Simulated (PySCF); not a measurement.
A GIAO shielding run with PySCF 2.14 (density fitting, non-relativistic, gas phase) on SMILES CCCC(F)F, C$_{4}$H$_{8}$F$_{2}$:

```
{"job": {"kind": "nmr", "xc": "PBE0", "basis": "pcSseg-1"}, "charge": 0, "multiplicity": 1}
C      1.858436     0.398588    -0.344167
C      0.448958     0.645240     0.177410
C     -0.390574    -0.629612     0.126896
C     -1.796700    -0.391940     0.646856
F     -2.464586     0.491378    -0.136945
F     -2.522850    -1.538691     0.618380
H      2.441127     1.315028    -0.309313
H      2.363230    -0.352693     0.258619
H      1.829015     0.050226    -1.373522
H     -0.036009     1.415185    -0.425236
H      0.497941     1.006054     1.207184
H      0.063743    -1.413782     0.734895
H     -0.465233    -0.989484    -0.901181
H     -1.827176    -0.005968     1.678045
```

Hardware: 1 thread of an Arm Neoverse V1, shared host. The job also computes population analyses, field gradients.

Question: How large is the calculation?

Answer: 50 electrons, 142 basis functions and 734 auxiliary functions.

Question: How long does it take?

Answer: 13 s of wall time, with 12 SCF cycles and 4 response iterations. Times on a shared host scatter by some tens of per cent.
